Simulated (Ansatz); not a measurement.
Forces away from equilibrium

SiNH$_{2}$ (charge +1), singlet, displaced at random from a GFN2-xTB minimum.

```
atom    x (Å)    y (Å)    z (Å)
  N1   0.4106  -0.5945   0.5068
 Si2  -0.1907   0.4609  -0.4343
  H3   0.6176  -1.2973   1.3961
  H4  -0.7541   1.3136  -1.4596
```

Ansatz 0.2.0; basis: def2-TZVPP; cores frozen in the correlated methods. B3LYP uses VWN-RPA correlation.

CCSD(T) forces from the calculation:
```tsv
atom	Fx	Fy	Fz (eV/Å)
N1	0.358	-2.074	2.663
Si2	0.318	-0.838	1.027
H3	-0.668	2.680	-3.323
H4	-0.008	0.231	-0.368
```

Q: Which atom feels the largest CCSD(T) force, and how large is it?

A: H3, 4.32 eV/Å, along (-0.15, 0.62, -0.77).

Root-mean-square difference of the force components from those of CCSD(T): PBE0-D4 0.445; wB97M-V 0.479; r2SCAN-D4 0.296; PBE-D4 0.160; LC-wPBE 0.728; B3LYP-D4 0.353 eV/Å.

The T1 diagnostic stays at or below 0.027. The T1 diagnostic is large here, which may signal multireference character or strong orbital relaxation, so CCSD(T) is less sure. The restricted Hartree–Fock reference is unstable towards an unrestricted one here. These are differences at one structure, and CCSD(T) in triple zeta is itself an approximation.

For scale, one of the runs: CCSD(T)/def2-TZVPP forces, 101 basis functions (an equivalent command: `ansatz run in.yaml --threads 4`). The run took about 3.6 s on 4 CPU threads (shared host).
